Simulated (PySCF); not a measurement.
Consider `BF` (BFH2). Coordinates in Å; atoms count from 1 in this order:
```
B    -0.0408    0.0097   -0.2209
F     1.2326   -0.2057   -0.4742
H    -0.5395    1.0222   -0.6561
H    -0.6333   -0.8171    0.4338
```

These are calculated values, M06-2X/def2-TZVP in PySCF (grid level 3) at geometries from PBE0-D3(BJ)/def2-SVP. Zero-point and thermal terms (298.15 K, 1 bar) come from unscaled PBE0-D3(BJ)/def2-SVP harmonic frequencies, with soft modes damped to free rotors in the entropy.

Rank these bonds by dissociation enthalpy, weakest first.
A. B1–H
B. B1–F2

A (429 kJ/mol), B (710 kJ/mol).

For B1–H, what are ΔE (electronic) and ΔG(298 K) of the homolysis?

ΔE = 453 and ΔG = 393 kJ/mol, beside ΔH = 429 kJ/mol. The radicals are `[BH]F` and H•.

---

Consider disulfane, `SS` (H2S2). Optimised structure (Å), atoms numbered from 1:
```
S    -0.9075    0.4603    0.4913
S     0.9065    0.4851   -0.5114
H    -1.5297   -0.4858   -0.2536
H     1.5512   -0.4497    0.2287
```

Computed at M06-2X/def2-TZVP // PBE0-D3(BJ)/def2-SVP with PySCF (density fitting, grid level 3). Zero-point and thermal terms (298.15 K, 1 bar) come from unscaled PBE0-D3(BJ)/def2-SVP harmonic frequencies, with soft modes damped to free rotors in the entropy.

Rank these bonds by dissociation enthalpy, weakest first.
A. S1–H
B. S1–S2

B (272 kJ/mol), A (303 kJ/mol).

For S1–H, what are ΔE (electronic) and ΔG(298 K) of the homolysis?

ΔE = 321 and ΔG = 268 kJ/mol, beside ΔH = 303 kJ/mol. The radicals are `[S]S` and H•.

---

Consider `N[SiH3]` (H5NSi). Non-hydrogen atoms are numbered in `[NH2:1][SiH3:2]`.

Computed at M06-2X/def2-TZVP // PBE0-D3(BJ)/def2-SVP with PySCF (density fitting, grid level 3). Thermal corrections: PBE0-D3(BJ)/def2-SVP frequencies, unscaled, ideal gas at 298.15 K and 1 bar, quasi-RRHO entropy.

(1) Rank these bonds by dissociation enthalpy, weakest first.
A. N1–Si2
B. Si2–H

(2) For N1–Si2, what are ΔE (electronic) and ΔG(298 K) of the homolysis?

Results:

(1) B (370 kJ/mol), A (431 kJ/mol).

(2) ΔE = 451 and ΔG = 387 kJ/mol, beside ΔH = 431 kJ/mol. The radicals are NH2• and SiH3•.
